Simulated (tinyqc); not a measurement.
Inside a calculation. Method: Hueckel theory of the pi electrons, for the molecule C1=CC=C1 (SMILES; centres numbered as the heavy atoms are written). One step of it, computed by the program tinyqc.

Question. Energy, charges, bond orders. E = sum n x; q_r = z_r - P_rr; bond order p = P_rs; free valence = sqrt(3) - sum of p over the bonds of the atom.

x values: [2.000000, 0.000000, 0.000000, -2.000000]

occupations: [2.000000, 1.000000, 1.000000, 0.000000]

charge and bond-order matrix P, order 1C, 2C, 3C, 4C:
```
[[1.000000, 0.500000, 0.000000, 0.500000],
 [0.500000, 1.000000, 0.500000, 0.000000],
 [0.000000, 0.500000, 1.000000, 0.500000],
 [0.500000, 0.000000, 0.500000, 1.000000]]
```

Centres:
```
centre  z_r, pi electrons of the neutral centre         h
1C                                            1  0.000000
2C                                            1  0.000000
3C                                            1  0.000000
4C                                            1  0.000000
```

Bonds:
```
i  j  k
1  2  1
2  3  1
3  4  1
4  1  1
```

Give: pi energy = 4 alpha + this times beta; pi charges; Bond orders and lengths from R = 1.517 - 0.180 p; free valence of the carbons; gap between the highest filled and the next level.

Answer.

pi energy = 4 alpha + this times beta = 4.000

pi charges: [0.000, 0.000, 0.000, 0.000]

Bond orders and lengths from R = 1.517 - 0.180 p (angstrom, C-C alone):
```
bond      p      R
1-2   0.500  1.427
2-3   0.500  1.427
3-4   0.500  1.427
4-1   0.500  1.427
```

free valence of the carbons: [0.732, 0.732, 0.732, 0.732]

gap between the highest filled and the next level = 2.000 |beta|
